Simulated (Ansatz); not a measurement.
**CH₃Si (doublet): from Hartree-Fock to the top rungs, cc-pVTZ**

Aim: climb from Hartree-Fock through coupled cluster and multireference methods for CH₃Si (doublet) at one geometry and basis, and see what each rung misses.

The runs use Ansatz 0.2.0, Gaussian basis; cc-pVTZ, core rule «outside noble gas», up to 6 orbitals frozen.

The runs, in order: UHF; CCSD(T) on ROHF; CCSD(T) on UHF; BCCD(T) on ROHF; CCSDT(Q) on ROHF; CCSDT(Q) on UHF; CASSCF and NEVPT2, 11 electrons in 11 orbitals.

5 further runs of the same task are left out: 1 for a known fault of the program, 4 set aside as unsound or not needed.

### 1 What is computed

The geometry is a PBE0/def2-TZVP stationary point (not a proven minimum).

5 atoms, charge 0, spin multiplicity 2.

Atoms are counted from 1 here; the program's logs count them from 0.

Bond lengths: Si1–C2 1.889 Å, C2–H3 1.094 Å, C2–H4 1.094 Å, C2–H5 1.104 Å. Angles: Si1–C2–H3 114.9°, Si1–C2–H4 114.9°, Si1–C2–H5 103.3°, H3–C2–H4 109.8°, H3–C2–H5 106.5°, H4–C2–H5 106.5°.

### 2 UHF

Contents of in.yaml:

```yaml
crystal:
  periodic: [false, false, false]
  atoms:
    - {symbol: Si, position_ang: [-0.001312, 0.000000, 0.686035]}
    - {symbol: C, position_ang: [-0.011727, 0.000000, -1.202731]}
    - {symbol: H, position_ang: [-0.442590, -0.894419, -1.661140]}
    - {symbol: H, position_ang: [-0.442590, 0.894419, -1.661140]}
    - {symbol: H, position_ang: [1.061461, 0.000000, -1.461718]}
basis:
  gaussian: {orbitals: cc-pVTZ}
magnetization: {spin_polarized: true, initial_magnetization: 1}
hamiltonian: {xc: hf}
output: {orbitals: {seedname: orbitals}}
```

Started as:

```sh
ansatz run in.yaml --threads 1 --pin off --events-out ev --progress --plain --max-ram 4096MiB --backend cpu
```

After this run come: CCSD(T) on ROHF; CCSD(T) on UHF; BCCD(T) on ROHF; CCSDT(Q) on ROHF; CCSDT(Q) on UHF; CASSCF and NEVPT2, 11 electrons in 11 orbitals.

**Question.** What will the summary of the whole plan be? Wanted: UCCSDT(Q) below the RHF energy; RMP2 from UCCSDT(Q); UMP2 from UCCSDT(Q); RCCSD from UCCSDT(Q); RCCSD(T) from UCCSDT(Q); UCCSD(T) from UCCSDT(Q); RCCSDT(Q) from UCCSDT(Q); NEVPT2 valence from UCCSDT(Q); T1 diagnostic.

**Answer**, as computed:

| quantity | value |
| --- | --- |
| UCCSDT(Q) below the RHF energy | -8.3837 eV |
| RMP2 from UCCSDT(Q) | +1196.5 meV |
| UMP2 from UCCSDT(Q) | +1233.2 meV |
| RCCSD from UCCSDT(Q) | +348.2 meV |
| RCCSD(T) from UCCSDT(Q) | +39.5 meV |
| UCCSD(T) from UCCSDT(Q) | +39.5 meV |
| RCCSDT(Q) from UCCSDT(Q) | +1.2 meV |
| NEVPT2 valence from UCCSDT(Q) | +1435.2 meV |
| levels within 1 kcal/mol (43 meV) | RCCSD(T), UCCSD(T), BCCD(T), RCCSDT, UCCSDT, RCCSDT(Q) |
| T1 diagnostic | 0.018 |
| effectively unpaired electrons | 1.05 |

RCCSD(T) lands +39.5 meV from the yardstick (0.5 % of the correlation energy). One determinant dominates. These misses are within one basis, not against nature; the frozen cores of restricted and unrestricted runs differ, which can shift their rows.
